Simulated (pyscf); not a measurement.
Thermochemistry of product channels of F–BH–F (SMILES FBF) + H₂O (SMILES O) on the singlet surface, in kJ/mol, from ωB97M-D3(BJ)/def2-TZVP energies (ideal gas, 1 atm, RRHO with modes under 100 cm⁻¹ raised to 100, one conformer, R ln 2 for rigid chiral ones). PySCF, gas phase, ωB97X-D3(BJ)/def2-SVP geometries.

| products | ΔE | ΔH(298 K) | ΔG(600 K) | ΔG(1200 K) |
|---|---|---|---|---|
| HO–B(F)–F (SMILES OB(F)F) + H₂ (SMILES [H][H]) | -111.5 | -123.4 | -106.8 | -97.0 |
| HF (SMILES F) + HO–BH–F (SMILES OBF) | +10.3 | +10.6 | +14.4 | +15.6 |

These are energies of the channels, which say nothing of barriers.
